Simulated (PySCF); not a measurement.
Working with the constants of N₂⁺

PBE0 constants of N₂⁺, ²Σg⁺ (doublet), unpaired electrons σ ↑ (PySCF, no relativity, basis sets N def2-TZVP; masses 14.0031 and 14.0031 u):

* ωe: 2370.7 cm⁻¹
* ωexe: 13.7 cm⁻¹
* Be: 1.9823 cm⁻¹
* αe: 0.0167 cm⁻¹
* D (centrifugal): 5.54e-06 cm⁻¹
* De to N⁺ + N: 8.72 eV

Give the vibrational terms G(v) and spacings up to v = 6.

G(v) = ωe(v+½) − ωexe(v+½)².

```
v  G(v) (cm⁻¹)  G(v) − G(v−1)  Bv (cm⁻¹)
0         1182                     1.974
1         3525           2343      1.957
2         5841           2316      1.941
3         8130           2288      1.924
4        10391           2261      1.907
5        12624           2234      1.890
6        14831           2206      1.874
```

How well does the Morse estimate ωe²/(4ωexe) reproduce De, and what is D0?

It gives 12.72 eV, 146 % of the computed De. D0 = De − G(0) = 8.72 − 0.15 = 8.57 eV.

The state was picked by a PBE0 search and need not be the measured ground state.
